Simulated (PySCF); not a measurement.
# BH3 (SMILES B): levels of theory compared

Wanted: a comparison of 6 runs (BCCD(T)/6-31G*, CCSDT(Q)/6-31G*, QCISD(T)/6-31G*, CISD/6-31G*, CCSD(T)/6-31G*, FCI/6-31G*) of BH3. Input form: a Python script.

The calculation is run with PySCF 2.14.0.

2 further runs of the same task are left out: 2 set aside as unsound or not needed.

**1. Starting point**

The species is BH3 (4 atoms), meant as a singlet with charge 0. As SMILES, `B`. The B1–H3 distance was set to 1.790 Å, away from the relaxed value. At this shape a bond of the SMILES string is far longer than usual.

Bond lengths: B1–H2 1.193 Å, B1–H4 1.193 Å. Angles: H2–B1–H4 120.0°. A long bond or contact: B1–H3 1.790 Å.

**2. A single-point energy at BCCD(T)/6-31G(d) (spherical functions) (run 1)**

Contents of mol.xyz:

```xyz
4

B      0.158940     0.563211    -0.029148
H      1.127240     0.960011     0.544752
H     -0.276200    -1.171800     0.043000
H     -0.519360     1.323211    -0.650948
```

Contents of input.py:

```python
from pyscf import gto, scf, cc
from pyscf.cc.bccd import bccd_kernel_

system = gto.M(
    atom='mol.xyz',
    basis='6-31g*',
    max_memory=1860,
    verbose=3,
    charge=0,
)

mf = scf.RHF(system)
mf.conv_tol = 1e-10
mf.kernel()
if not mf.converged:
    mf = mf.newton().run(mf.mo_coeff, mf.mo_occ)

mycc = cc.CCSD(mf, frozen=1).run()
mycc = bccd_kernel_(mycc, diis=True)
e_t = mycc.ccsd_t()
e_tot = mycc.e_tot + e_t
print(f'total energy: {e_tot:.8f} hartree')
```

Started as:

```bash
$ OMP_NUM_THREADS=1 python input.py
```

What it wrote:

```text
converged SCF energy = -26.3135191847628
E(CCSD) = -26.41571494631087  E_corr = -0.1021957615481178
BCCD loop starts.

******** <class 'pyscf.cc.ccsd.CCSD'> ********
CC2 = 0
CCSD nocc = 3, nmo = 19
frozen orbitals 1
max_cycle = 50
direct = 0
conv_tol = 1e-07
conv_tol_normt = 1e-05
diis_space = 6
diis_start_cycle = 0
diis_start_energy_diff = 1e+09
Init E_corr(CCSD) = -0.101687883928487
cycle = 1  E_corr(CCSD) = -0.105655503752958  dE = -0.00396761982  norm(t1,t2) = 0.036279
cycle = 2  E_corr(CCSD) = -0.10474776014454  dE = 0.000907743608  norm(t1,t2) = 0.0060023
cycle = 3  E_corr(CCSD) = -0.104521513482543  dE = 0.000226246662  norm(t1,t2) = 0.00284448
cycle = 4  E_corr(CCSD) = -0.104444581919466  dE = 7.69315631e-05  norm(t1,t2) = 0.000565304
cycle = 5  E_corr(CCSD) = -0.104426898693521  dE = 1.76832259e-05  norm(t1,t2) = 0.000200142
cycle = 6  E_corr(CCSD) = -0.104423298225235  dE = 3.60046829e-06  norm(t1,t2) = 3.02359e-05
cycle = 7  E_corr(CCSD) = -0.104422710831743  dE = 5.87393492e-07  norm(t1,t2) = 5.43756e-06
cycle = 8  E_corr(CCSD) = -0.104422590739701  dE = 1.20092042e-07  norm(t1,t2) = 1.18231e-06
cycle = 9  E_corr(CCSD) = -0.104422561172073  dE = 2.9567628e-08  norm(t1,t2) = 3.09007e-07
CCSD converged
E(CCSD) = -26.41546795811394  E_corr = -0.1044225611720731
BCC iter:    0  E:     -26.415467958114  dE:    2.470e-04  |t1|:    6.740e-03

******** <class 'pyscf.cc.ccsd.CCSD'> ********
CC2 = 0
CCSD nocc = 3, nmo = 19
frozen orbitals 1
max_cycle = 50
direct = 0
conv_tol = 1e-07
conv_tol_normt = 1e-05
diis_space = 6
diis_start_cycle = 0
diis_start_energy_diff = 1e+09
Init E_corr(CCSD) = -0.104171497552007
cycle = 1  E_corr(CCSD) = -0.103824446648105  dE = 0.000347050904  norm(t1,t2) = 0.00612951
cycle = 2  E_corr(CCSD) = -0.103943512662065  dE = -0.000119066014  norm(t1,t2) = 0.000858708
cycle = 3  E_corr(CCSD) = -0.103958517941592  dE = -1.50052795e-05  norm(t1,t2) = 0.000376588
cycle = 4  E_corr(CCSD) = -0.103964815455146  dE = -6.29751355e-06  norm(t1,t2) = 6.28645e-05
cycle = 5  E_corr(CCSD) = -0.103966298507024  dE = -1.48305188e-06  norm(t1,t2) = 2.38894e-05
cycle = 6  E_corr(CCSD) = -0.103966936683044  dE = -6.3817602e-07  norm(t1,t2) = 4.3684e-06
cycle = 7  E_corr(CCSD) = -0.103967049867599  dE = -1.13184555e-07  norm(t1,t2) = 9.49959e-07
cycle = 8  E_corr(CCSD) = -0.10396706287469  dE = -1.30070914e-08  norm(t1,t2) = 2.23946e-07
CCSD converged
E(CCSD) = -26.41551397678425  E_corr = -0.1039670628746902
BCC iter:    1  E:     -26.415513976784  dE:   -4.602e-05  |t1|:    4.615e-04

******** <class 'pyscf.cc.ccsd.CCSD'> ********
CC2 = 0
CCSD nocc = 3, nmo = 19
frozen orbitals 1
max_cycle = 50
direct = 0
conv_tol = 1e-07
conv_tol_normt = 1e-05
diis_space = 6
diis_start_cycle = 0
diis_start_energy_diff = 1e+09
Init E_corr(CCSD) = -0.103976266083907
cycle = 1  E_corr(CCSD) = -0.103995999731614  dE = -1.97336477e-05  norm(t1,t2) = 0.000391286
cycle = 2  E_corr(CCSD) = -0.103989231324766  dE = 6.76840685e-06  norm(t1,t2) = 5.72677e-05
cycle = 3  E_corr(CCSD) = -0.10398880308867  dE = 4.28236096e-07  norm(t1,t2) = 2.62611e-05
cycle = 4  E_corr(CCSD) = -0.103988423226019  dE = 3.79862651e-07  norm(t1,t2) = 4.25344e-06
cycle = 5  E_corr(CCSD) = -0.103988339458248  dE = 8.37677714e-08  norm(t1,t2) = 1.48297e-06
CCSD converged
E(CCSD) = -26.41551140553405  E_corr = -0.1039883394582479
BCC iter:    2  E:     -26.415511405534  dE:    2.571e-06  |t1|:    7.611e-06
CCSD(T) correction = -0.00231283389832105
total energy: -26.41782424 hartree
```

Wall time 1.1 s (1 thread of Arm Neoverse V1, shared host); peak memory 0.1 GiB.

**3. A single-point energy at CCSDT(Q)/6-31G(d) (spherical functions) (run 2)**

Contents of run.py:

```python
from pyscf import gto, cc

system = gto.M(
    atom='''
B      0.158940     0.563211    -0.029148
H      1.127240     0.960011     0.544752
H     -0.276200    -1.171800     0.043000
H     -0.519360     1.323211    -0.650948
''',
    basis='6-31g*',
    verbose=4,
    max_memory=1860,
    spin=0,
)

mf = system.RHF()
mf.conv_tol = 1e-10
mf.kernel()
if not mf.converged:
    mf = mf.newton().run(mf.mo_coeff, mf.mo_occ)

mycc = cc.CCSDT(mf, frozen=1)
mycc.kernel()
e_bracket, e_q = mycc.ccsdt_q()
e_tot = mycc.e_tot + e_q
print('Final energy', e_tot)
```

Started as:

```bash
$ OMP_NUM_THREADS=1 python run.py
```

What it wrote:

```text
PySCF version 2.14.0

[INPUT] num. atoms = 4
[INPUT] num. electrons = 8
[INPUT] charge = 0
[INPUT] spin (= nelec alpha-beta = 2S) = 0
[INPUT] symmetry False subgroup None
[INPUT] Mole.unit = angstrom
[INPUT] Symbol           X                Y                Z      unit          X                Y                Z       unit  Magmom
[INPUT]  1 B      0.158940000000   0.563211000000  -0.029148000000 AA    0.300353070238   1.064314540342  -0.055081737079 Bohr   0.0
[INPUT]  2 H      1.127240000000   0.960011000000   0.544752000000 AA    2.130174876655   1.814157866570   1.029432085809 Bohr   0.0
[INPUT]  3 H     -0.276200000000  -1.171800000000   0.043000000000 AA   -0.521942355605  -2.214381072765   0.081258223356 Bohr   0.0
[INPUT]  4 H     -0.519360000000   1.323211000000  -0.650948000000 AA   -0.981448160054   2.500506395012  -1.230113441333 Bohr   0.0

nuclear repulsion = 6.5748026574831
number of shells = 12
number of NR pGTOs = 39
number of NR cGTOs = 20
basis = 6-31g*
ecp = {}

[... 35 lines left out ...]
converged SCF energy = -26.3135191847628
[... 16 lines left out ...]
WARN: A large `blksize` is being used, which may cause large memory consumption
[... 3 lines left out ...]
WARN: A large `blksize_oovv` is being used, which may cause large memory consumption
[... 3 lines left out ...]
WARN: A large `blksize_oooo` is being used, which may cause large memory consumption
[... 7 lines left out ...]
Init t2, MP2 energy = -26.390737131188  E_corr(MP2) -0.077217946425
[... 12 lines left out ...]
RCCSDT converged
[... 5 lines left out ...]
Final energy -26.41843836812393
```

Run time: 2.1 s. Hardware: 1 thread of Arm Neoverse V1, shared host; peak memory 0.13 GiB.

Runs 3 to 4 aren't shown in full; the table further down has their settings and results.

**4. A single-point energy at CCSD(T)/6-31G(d) (spherical functions) (run 5)**

Contents of start.xyz:

```xyz
4
BH3
B      0.158940     0.563211    -0.029148
H      1.127240     0.960011     0.544752
H     -0.276200    -1.171800     0.043000
H     -0.519360     1.323211    -0.650948
```

Contents of input.py:

```python
from pyscf import gto, scf, cc

molecule = gto.M(
    atom='start.xyz',
    max_memory=1860,
    verbose=4,
    basis='6-31g*',
)

myscf = scf.RHF(molecule)
myscf.conv_tol = 1e-10
myscf.kernel()
if not myscf.converged:
    myscf = myscf.newton().run(myscf.mo_coeff, myscf.mo_occ)

mycc = cc.CCSD(myscf, frozen=1)
mycc.kernel()
e_t = mycc.ccsd_t()
e_tot = mycc.e_tot + e_t
print('Final energy', e_tot)
```

Started as:

```bash
$ OMP_NUM_THREADS=1 python input.py
```

What it wrote:

```text
PySCF version 2.14.0

[INPUT] num. atoms = 4
[INPUT] num. electrons = 8
[INPUT] charge = 0
[INPUT] spin (= nelec alpha-beta = 2S) = 0
[INPUT] symmetry False subgroup None
[INPUT] Mole.unit = angstrom
[INPUT] Symbol           X                Y                Z      unit          X                Y                Z       unit  Magmom
[INPUT]  1 B      0.158940000000   0.563211000000  -0.029148000000 AA    0.300353070238   1.064314540342  -0.055081737079 Bohr   0.0
[INPUT]  2 H      1.127240000000   0.960011000000   0.544752000000 AA    2.130174876655   1.814157866570   1.029432085809 Bohr   0.0
[INPUT]  3 H     -0.276200000000  -1.171800000000   0.043000000000 AA   -0.521942355605  -2.214381072765   0.081258223356 Bohr   0.0
[INPUT]  4 H     -0.519360000000   1.323211000000  -0.650948000000 AA   -0.981448160054   2.500506395012  -1.230113441333 Bohr   0.0

nuclear repulsion = 6.5748026574831
number of shells = 12
number of NR pGTOs = 39
number of NR cGTOs = 20
basis = 6-31g*
ecp = {}

******** <class 'pyscf.scf.hf.RHF'> ********
method = RHF
initial guess = minao
damping factor = 0
level_shift factor = 0
DIIS = <class 'pyscf.scf.diis.CDIIS'>
diis_start_cycle = 1
diis_space = 8
diis_damp = 0
SCF conv_tol = 1e-10
SCF conv_tol_grad = None
SCF max_cycles = 50
direct_scf = True
direct_scf_tol = 1e-13
Set gradient conv threshold to 1e-05
Initial guess from minao.
init E= -25.9003028235678
  HOMO = -0.279684492132275  LUMO = 0.00498160810048232  gap/eV = 7.74616
cycle= 1 E= -26.289029317344  delta_E= -0.389  |g|= 0.213  |ddm|= 1.24
  HOMO = -0.40690903769331  LUMO = 0.0397100173483997  gap/eV = 12.15312
cycle= 2 E= -26.3117798279606  delta_E= -0.0228  |g|= 0.0539  |ddm|= 0.275
  HOMO = -0.401458188320597  LUMO = 0.0791563435323328  gap/eV = 13.07819
cycle= 3 E= -26.3133534077372  delta_E= -0.00157  |g|= 0.0153  |ddm|= 0.0667
  HOMO = -0.404590041580017  LUMO = 0.0743978533737093  gap/eV = 13.03392
cycle= 4 E= -26.3135179236508  delta_E= -0.000165  |g|= 0.00134  |ddm|= 0.0293
  HOMO = -0.404145449689106  LUMO = 0.0743958001899434  gap/eV = 13.02177
cycle= 5 E= -26.3135191623202  delta_E= -1.24e-06  |g|= 0.00018  |ddm|= 0.00355
  HOMO = -0.404218396161244  LUMO = 0.0744373735414028  gap/eV = 13.02489
cycle= 6 E= -26.3135191842773  delta_E= -2.2e-08  |g|= 2.62e-05  |ddm|= 0.000647
  HOMO = -0.40421221769481  LUMO = 0.0744442442277171  gap/eV = 13.02491
cycle= 7 E= -26.3135191847587  delta_E= -4.81e-10  |g|= 2.28e-06  |ddm|= 0.000112
  HOMO = -0.404212023675155  LUMO = 0.0744444123799979  gap/eV = 13.02491
cycle= 8 E= -26.3135191847627  delta_E= -4e-12  |g|= 3.42e-07  |ddm|= 9.12e-06
  HOMO = -0.404212129706951  LUMO = 0.0744444356306209  gap/eV = 13.02491
Extra cycle  E= -26.3135191847628  delta_E= -6.39e-14  |g|= 1.13e-07  |ddm|= 8.04e-07
converged SCF energy = -26.3135191847628

******** <class 'pyscf.cc.ccsd.CCSD'> ********
CC2 = 0
CCSD nocc = 3, nmo = 19
frozen orbitals 1
max_cycle = 50
direct = 0
conv_tol = 1e-07
conv_tol_normt = 1e-05
diis_space = 6
diis_start_cycle = 0
diis_start_energy_diff = 1e+09
Init t2, MP2 energy = -26.390737131188  E_corr(MP2) -0.0772179464252641
Init E_corr(CCSD) = -0.0772179464252709
cycle = 1  E_corr(CCSD) = -0.0932431760726663  dE = -0.0160252296  norm(t1,t2) = 0.0514722
cycle = 2  E_corr(CCSD) = -0.0985302512291437  dE = -0.00528707516  norm(t1,t2) = 0.0230488
cycle = 3  E_corr(CCSD) = -0.102355371996237  dE = -0.00382512077  norm(t1,t2) = 0.0113944
cycle = 4  E_corr(CCSD) = -0.102198220278431  dE = 0.000157151718  norm(t1,t2) = 0.00115841
cycle = 5  E_corr(CCSD) = -0.102193235149789  dE = 4.98512864e-06  norm(t1,t2) = 0.000202019
cycle = 6  E_corr(CCSD) = -0.10219592540796  dE = -2.69025817e-06  norm(t1,t2) = 5.1425e-05
cycle = 7  E_corr(CCSD) = -0.10219538288305  dE = 5.4252491e-07  norm(t1,t2) = 1.04311e-05
cycle = 8  E_corr(CCSD) = -0.102195723251922  dE = -3.40368872e-07  norm(t1,t2) = 2.57269e-06
cycle = 9  E_corr(CCSD) = -0.102195761548118  dE = -3.82961957e-08  norm(t1,t2) = 7.7287e-07
CCSD converged
E(CCSD) = -26.41571494631087  E_corr = -0.1021957615481178
CCSD(T) correction = -0.00213788312058674
Final energy -26.417852829431457
```

It took 0.89 s on 1 thread of Arm Neoverse V1, shared host; peak memory 0.1 GiB.

**5. A single-point energy at FCI/6-31G(d) (spherical functions) (run 6)**

Contents of run.py:

```python
from pyscf import gto, scf, mcscf
from pyscf import fci

molecule = gto.M(
    atom='''
B      0.300353     1.064315    -0.055082
H      2.130175     1.814158     1.029432
H     -0.521942    -2.214381     0.081258
H     -0.981448     2.500506    -1.230113
''',
    max_memory=1860,
    basis='6-31g*',
    unit='bohr',
    verbose=4,
)

myscf = scf.RHF(molecule)
myscf.conv_tol = 1e-10
myscf.kernel()
if not myscf.converged:
    myscf = myscf.newton().run(myscf.mo_coeff, myscf.mo_occ)

cas = mcscf.CASCI(myscf, myscf.mo_coeff.shape[-1] - 1, (molecule.nelec[0] - 1, molecule.nelec[1] - 1))  # full CI above the frozen core
cas.fcisolver = fci.direct_spin0.FCI(molecule)  # even spin states alone
cas.kernel()
print('<S^2> = %.4f' % cas.fcisolver.spin_square(cas.ci, cas.ncas, cas.nelecas)[0])
e_tot = cas.e_tot
print('E = %.10f Eh' % e_tot)
```

Started as:

```bash
$ OMP_NUM_THREADS=1 python run.py
```

What it wrote:

```text
PySCF version 2.14.0

[INPUT] num. atoms = 4
[INPUT] num. electrons = 8
[INPUT] charge = 0
[INPUT] spin (= nelec alpha-beta = 2S) = 0
[INPUT] symmetry False subgroup None
[INPUT] Mole.unit = bohr
[INPUT] Symbol           X                Y                Z      unit          X                Y                Z       unit  Magmom
[INPUT]  1 B      0.158939962831   0.563211243240  -0.029148139132 AA    0.300353000000   1.064315000000  -0.055082000000 Bohr   0.0
[INPUT]  2 H      1.127240065272   0.960011070608   0.544751954592 AA    2.130175000000   1.814158000000   1.029432000000 Bohr   0.0
[INPUT]  3 H     -0.276199811822  -1.171799961494   0.042999881805 AA   -0.521942000000  -2.214381000000   0.081258000000 Bohr   0.0
[INPUT]  4 H     -0.519359915303   1.323210790969  -0.650947766456 AA   -0.981448000000   2.500506000000  -1.230113000000 Bohr   0.0

nuclear repulsion = 6.57480348625529
number of shells = 12
number of NR pGTOs = 39
number of NR cGTOs = 20
basis = 6-31g*
ecp = {}

******** <class 'pyscf.scf.hf.RHF'> ********
method = RHF
initial guess = minao
damping factor = 0
level_shift factor = 0
DIIS = <class 'pyscf.scf.diis.CDIIS'>
diis_start_cycle = 1
diis_space = 8
diis_damp = 0
SCF conv_tol = 1e-10
SCF conv_tol_grad = None
SCF max_cycles = 50
direct_scf = True
direct_scf_tol = 1e-13
Set gradient conv threshold to 1e-05
[... 1 set-up line as earlier in the session ...]
init E= -25.9003030132756
  HOMO = -0.279684464582303  LUMO = 0.00498158977063934  gap/eV = 7.74616
cycle= 1 E= -26.2890293038223  delta_E= -0.389  |g|= 0.213  |ddm|= 1.24
  HOMO = -0.406908980764415  LUMO = 0.0397100163148676  gap/eV = 12.15312
cycle= 2 E= -26.3117798163125  delta_E= -0.0228  |g|= 0.0539  |ddm|= 0.275
  HOMO = -0.40145814361502  LUMO = 0.0791563446853227  gap/eV = 13.07819
cycle= 3 E= -26.3133533957048  delta_E= -0.00157  |g|= 0.0153  |ddm|= 0.0667
  HOMO = -0.404589996003185  LUMO = 0.0743978539562302  gap/eV = 13.03392
cycle= 4 E= -26.3135179115268  delta_E= -0.000165  |g|= 0.00134  |ddm|= 0.0293
  HOMO = -0.404145404008775  LUMO = 0.0743958005810748  gap/eV = 13.02177
cycle= 5 E= -26.3135191501959  delta_E= -1.24e-06  |g|= 0.00018  |ddm|= 0.00355
  HOMO = -0.404218350478106  LUMO = 0.0744373738989312  gap/eV = 13.02489
cycle= 6 E= -26.313519172153  delta_E= -2.2e-08  |g|= 2.62e-05  |ddm|= 0.000647
  HOMO = -0.404212172017603  LUMO = 0.0744442445842746  gap/eV = 13.02490
cycle= 7 E= -26.3135191726344  delta_E= -4.81e-10  |g|= 2.28e-06  |ddm|= 0.000112
  HOMO = -0.404211977997866  LUMO = 0.0744444127366415  gap/eV = 13.02490
cycle= 8 E= -26.3135191726384  delta_E= -4.02e-12  |g|= 3.42e-07  |ddm|= 9.12e-06
  HOMO = -0.404212084029654  LUMO = 0.0744444359873138  gap/eV = 13.02491
Extra cycle  E= -26.3135191726385  delta_E= -6.39e-14  |g|= 1.13e-07  |ddm|= 8.04e-07
converged SCF energy = -26.3135191726385

******** <class 'pyscf.mcscf.casci.CASCI'> ********
CAS (3e+3e, 19o), ncore = 1, nvir = 0
natorb = False
canonicalization = True
sorting_mo_energy = False
******** <class 'pyscf.fci.direct_spin0.FCISolver'> ********
max. cycles = 100
conv_tol = 1e-10
davidson only = False
linear dependence = 1e-14
level shift = 0.001
max iter space = 12
nroots = 1
pspace_size = 400
spin = None
Density matrix diagonal elements [1.96539550e+00 1.96489899e+00 1.91268302e+00 1.04610535e-02
 7.12248687e-02 1.18642675e-02 1.09020216e-02 9.19347397e-03
 7.97002620e-03 1.40029462e-03 5.11075309e-03 6.00051975e-03
 6.11771699e-03 6.31762846e-03 2.46178015e-03 1.62010386e-03
 2.34343277e-03 2.00994956e-03 2.02459890e-03]
CASCI converged
CASCI E = -26.4184415049694  E(CI) = -8.64522642453129  S^2 = 0.0000000
<S^2> = 0.0000
E = -26.4184415050 Eh
```

Wall time 47 s (1 thread of Arm Neoverse V1, shared host); peak memory 0.32 GiB.

**6. The series**

| run | level | energy (Eh) | correlation energy (mEh) | wall time |
| --- | --- | --- | --- | --- |
| 1 | BCCD(T)/6-31G* (spherical functions) | -26.417824 | -104.3 | 1.1 s |
| 2 | CCSDT(Q)/6-31G* (spherical functions) | -26.418438 | -104.9 | 2.1 s |
| 3 | QCISD(T)/6-31G* (spherical functions) | -26.417963 | -104.4 | 0.99 s |
| 4 | CISD/6-31G* (spherical functions) | -26.412193 | -98.7 | 0.81 s |
| 5 | CCSD(T)/6-31G* (spherical functions) | -26.417853 | -104.3 | 0.89 s |
| 6 | FCI/6-31G* (spherical functions) | -26.418442 | -104.9 | 47 s |

**7. Results**

| quantity | value |
| --- | --- |
| run 6: total energy | -26.41844 Eh |
| run 6: dipole moment (Hartree–Fock density) | 1.10 D |
| run 6: HOMO energy (Hartree–Fock orbitals) | -11.00 eV |
| run 6: LUMO energy (Hartree–Fock orbitals) | 2.03 eV |
| run 6: HOMO–LUMO gap (Hartree–Fock orbitals) | 13.02 eV |
| run 6: correlation energy (1 core orbital frozen) | -104.9 mEh |

Against full CI in this basis: BCCD(T) +0.6 mEh; CCSDT(Q) +0.0 mEh; QCISD(T) +0.5 mEh; CISD +6.2 mEh; CCSD(T) +0.6 mEh. All runs together took 53 s, the longest 47 s.
